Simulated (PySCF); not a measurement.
PySCF calculation with σ from GIAO-PBE0/pcSseg-1 and GFN2-xTB structure; in vacuum, non-relativistic Hamiltonian, single conformer, averaged over atoms made equivalent by symmetry, fast rotation or ring inversion.

Referencing at the same level of theory: ¹H (σref 31.72), ¹³C (σref 186.93) against TMS. Shifts are as computed. Against solution values, carbons near 30 ppm lie about +3 ppm off and those near 130 ppm about +5 ppm. Of 1211 compounds with measured shifts, 218 miss one by over three times the rms of a fit or turn the order of signals round; such compounds aren't used in these exercises.

(1) Order these molecules by the shift of their most deshielded carbon-bound hydrogen, lowest δ first.
A. CCC1=C[SiH2]C=COC1
B. C#CCC#N
C. CP1C=CCC=C1
D. CN(C)[SiH2][SiH]([SiH3])[SiH3]
E. CN=P1(N(C)C)C=C1

(2) Order these molecules by the shift of their most deshielded carbon, lowest δ first.
A. CN(C)[SiH2][SiH]([SiH3])[SiH3]
B. CCC1=C[SiH2]C=COC1
C. C#CCC#N
D. CP1C=CCC=C1
E. CN=P1(N(C)C)C=C1

(3) How many ¹³C and ¹H signals does each give (equivalence by symmetry and fast rotation, but not about amide C–N or C=N bonds)? `CN(C)[SiH2][SiH]([SiH3])[SiH3]`, `CCC1=C[SiH2]C=COC1`, `C#CCC#N`, `CP1C=CCC=C1`, `CN=P1(N(C)C)C=C1`

Results:

(1) D (2.63 ppm, hydrogen on a methyl carbon bonded to N), B (3.24 ppm, hydrogen on an sp3 CH2 α to a nitrile), C (6.45 ppm, hydrogen on an alkene CH), A (7.08 ppm, hydrogen on an alkene carbon bearing oxygen), E (9.92 ppm, hydrogen on an alkene CH).

(2) A (43.7 ppm, methyl carbon bonded to N), C (118.3 ppm, nitrile carbon), D (139.6 ppm, alkene CH), B (169.4 ppm, alkene carbon bearing oxygen), E (185.4 ppm, alkene CH).

(3) CN(C)[SiH2][SiH]([SiH3])[SiH3]: 1 C, 4 H; CCC1=C[SiH2]C=COC1: 7 C, 7 H; C#CCC#N: 4 C, 2 H; CP1C=CCC=C1: 4 C, 4 H; CN=P1(N(C)C)C=C1: 3 C, 3 H.
